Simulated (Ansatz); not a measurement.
We consider Ho₂O₃ (Ia-3, No. 206), described by LDA (Ansatz, an electronic-structure program, PAW).

Run with plane-wave cutoff 500 eV, 6×6×6 k mesh, gaussian smearing 0.02 eV, spin-polarised start, scalar-relativistic PAW data made under PBE.

Cell (relaxed at this level):

```cif
data_Ho32O48
_chemical_formula_sum 'Ho32 O48'
_space_group_name_H-M_alt 'Ia-3'
_space_group_IT_number 206
_space_group_name_Hall '-I 2b 2c 3'
_cell_length_a 10.39171
_cell_length_b 10.39171
_cell_length_c 10.39171
_cell_angle_alpha 90.000
_cell_angle_beta 90.000
_cell_angle_gamma 90.000
loop_
_atom_site_label
_atom_site_type_symbol
_atom_site_symmetry_multiplicity
_atom_site_Wyckoff_symbol
_atom_site_fract_x
_atom_site_fract_y
_atom_site_fract_z
_atom_site_occupancy
Ho1 Ho 24 d 0.00000 0.25000 0.28239 1
Ho2 Ho 8 a 0.00000 0.00000 0.00000 1
O1 O 48 e 0.09866 0.35971 0.12990 1
```
(The calculation used a cell of 40 atoms; values per cell refer to that cell.)

Question: Predict the band gap.

Answer: 
- band gap: 0.17 eV (on the SCF k mesh)

Note: the magnetic order was assumed, not searched for or taken from measurement; the relaxation could not lower the start's symmetry, so the cell can be a saddle point above a distorted one; the 4f shell is treated without U or exact exchange, so its levels and filling can be wrong; the volume lies 6 % below that of the published cell.

Spin–orbit coupling is not included.

Static lattice: no zero-point or thermal effects.

The result took around 4 core-hours (rough).
